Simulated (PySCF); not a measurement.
Compound: C5H10O.
Structure used (GFN2-xTB), in Å, numbered top down from 1:
```xyz
16
C5H10O angstrom
C      0.7663    1.5023   -0.5388
C      0.3816    0.4451    0.1574
C     -1.0279    0.2709    0.6539
C     -1.8621   -0.5661   -0.3183
C      1.3209   -0.6896    0.4849
O      2.5364   -0.6760   -0.2192
H      0.0885    2.3067   -0.7669
H      1.7786    1.6154   -0.8886
H     -1.4946    1.2507    0.7667
H     -1.0153   -0.2170    1.6311
H     -2.8879   -0.6417    0.0340
H     -1.8672   -0.1035   -1.3026
H     -1.4587   -1.5717   -0.4127
H      0.7989   -1.6469    0.3255
H      1.5949   -0.6359    1.5443
H      2.3400   -0.6337   -1.1620
```

Method used: TDDFT PBE0/def2-SVPD, vertical, gas phase, core orbitals frozen in the response (PySCF 2.14.0, density-fitted response routines).

Ground-to-excited transition dipoles (e·a0, same axes as the geometry; the sign carries no meaning), for the states with f of 0.002 or more among the lowest 6:

```tsv
state	E (eV)	μx	μy	μz
S1	6.669	-0.028	-0.336	-0.230
S2	6.806	0.225	0.609	-0.442
S3	7.127	-0.417	-0.259	0.291
S4	7.369	-0.120	-0.397	0.387
S5	7.380	0.138	0.731	-0.254
S6	7.664	-0.098	0.031	-0.218
```

Question: Work out the oscillator strengths.

Answer: f = (2/3) ΔE |μ|² with ΔE in hartree (27.2114 eV).

```json
{"state": "S1", "|μ|² (au)": "0.167", "|μ| (D)": "1.04", "f": "0.027"}
{"state": "S2", "|μ|² (au)": "0.617", "|μ| (D)": "2.00", "f": "0.103"}
{"state": "S3", "|μ|² (au)": "0.326", "|μ| (D)": "1.45", "f": "0.057"}
{"state": "S4", "|μ|² (au)": "0.322", "|μ| (D)": "1.44", "f": "0.058"}
{"state": "S5", "|μ|² (au)": "0.618", "|μ| (D)": "2.00", "f": "0.112"}
{"state": "S6", "|μ|² (au)": "0.058", "|μ| (D)": "0.61", "f": "0.011"}
```

Question: Which bond between heavy atoms lies closest to the direction of the S5 transition dipole?

Answer: C1–C2, at 15° from it; next C2–C5 at 49°.

Question: What angle do the transition dipoles of S4 and S6 make?

Answer: |cos θ| = |μa·μb| / (|μa| |μb|) = 0.62, so θ ≈ 52° (taken between 0 and 90°, since the signs are arbitrary).

Question: How is the summed strength of these states shared among x, y and z?

Answer: (2/3) Σ ΔE μα² gives 0.047 for x, 0.217 for y and 0.104 for z, 0.368 in all.

Question: What peak molar absorption coefficient would the strongest computed level give as a lone Gaussian band 0.4 eV wide at half height?

Answer: ε(max) = 2.175×10⁸ f / FWHM, with the width in cm⁻¹. S5: 2.175×10⁸ × 0.1117 / 3226 ≈ 7500 L mol⁻¹ cm⁻¹.

One conformer stands for the species.
